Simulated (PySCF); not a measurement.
**Broadened absorption spectrum of allyl ethyl ether**

Species: allyl ethyl ether, C5H10O.
InChI=1S/C5H10O/c1-3-5-6-4-2/h3H,1,4-5H2,2H3

Computed, not measured: TDDFT PBE0/def2-SVPD, vertical, gas phase, core orbitals frozen in the response (PySCF). One conformer (not necessarily the lowest) at the GFN2-xTB geometry, without solvent, vibrations or thermal averaging. Torsions of this conformer, `[CH2:1]=[CH:2][CH2:3][O:4][CH2:5][CH3:6]`: C1–C2–C3–O4 -141°, C2–C3–O4–C5 -178°, C3–O4–C5–C6 -179°.

Each state is given a Gaussian of 0.5 eV full width at half maximum, with ε(max) = 2.175×10⁸ f / Δν̃ (Δν̃ the width in cm⁻¹). The cross-section is σ = 3.8235×10⁻²¹ ε cm², given in Mb (10⁻¹⁸ cm²). The width is an assumption, not a result. The curve ends short of the highest state used, and states not computed would add to its high-energy end.

(E (eV), σ (Mb)): (5.69, 0.01), (5.75, 0.03), (5.82, 0.07), (5.89, 0.18), (5.95, 0.37), (6.02, 0.74), (6.09, 1.34), (6.15, 2.04), (6.22, 3.03), (6.28, 3.89), (6.35, 4.72), (6.42, 5.15), (6.48, 5.12), (6.55, 4.68), (6.62, 3.99), (6.68, 3.40), (6.75, 2.90), (6.81, 2.73), (6.88, 2.88), (6.95, 3.46), (7.01, 4.48), (7.08, 6.76), (7.14, 10.28), (7.21, 17.15)

Q: Where are the band maxima, and which computed states make them?

A: 192 nm (6.45 eV), ε about 1400, made up of S1 (99%) (ε in L mol⁻¹ cm⁻¹; maxima over ε = 5, shares over 10%). At its high-energy end, 7.21 eV, the curve is still rising (ε about 4500, from S3 and S4). The states used: S1 6.44 eV (f 0.025); S2 7.00 eV (f 0.011); S3 7.44 eV (f 0.028); S4 7.62 eV (f 0.353); S5 7.75 eV (f 0.072); S6 7.81 eV (f 0.020).

Q: What would ε be at 6.45 eV, the highest of these maxima, with half the width (0.25 eV)?

A: About 2660 L mol⁻¹ cm⁻¹ against 1360, a factor of about 1.96; a lone state at its own centre would give exactly 2.

Q: On this curve, what absorbance would a 10⁻³ mol/L sample give at 193 nm over a 1 cm path?

A: 193 nm is 6.424 eV, where ε is about 1300 L mol⁻¹ cm⁻¹, so A = ε c l ≈ 1.3 (Beer–Lambert, with the gas-phase spectrum and the assumed width).

Q: Does any computed singlet lie in the visible range?

A: No computed singlet lies in the visible range (380 to 750 nm); the lowest, at 193 nm, stands 3.18 eV above its violet end (3.26 eV).

Cost: about 70 s of CPU time on one thread (with the writing of density and orbital grids); the machine was shared, so the figure is rough.
